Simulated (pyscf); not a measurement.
Routes from H₂N–SiH(F)–Cl (SMILES N[SiH](F)Cl) + H• (SMILES [H])

Candidate steps break at most two bonds and form at most two. Each was searched with GFN2-xTB (tblite) first. Single points on ωB97X-D3(BJ)/def2-SVP structures (PySCF, gas phase). Energies: ωB97M-D3(BJ)/def2-TZVP, kcal/mol, from the separated reactants, doublet surface; ΔG‡ with ideal gas, 1 atm, RRHO with modes under 100 cm⁻¹ raised to 100, one conformer, R ln 2 for chiral ones without a mode under 150 cm⁻¹.

```
products                            type   ΔE‡    ΔE  ΔG‡ 298 K  ΔG‡ 900 K  ν‡ (cm⁻¹)
------------------  --------------------  ----  ----  ---------  ---------  ---------
H₂N–Si•(F)–Cl + H₂  hydrogen abstraction   6.5  -7.4       10.9       23.4      1180i
NH₃ + F–SiH•–Cl        substitution at N  22.3  +4.2       30.6       46.3      1795i
```

Row 2: On the product side the descent ends in a bound adduct, 9.5 kcal/mol under the separated species and 29.3 kcal/mol under the saddle at ωB97X-D3(BJ)/def2-TZVP. 

Plain bond fissions and candidates not yet searched are not listed, and one of them may be faster. Each barrier is that of the saddle found; lower ones may exist.
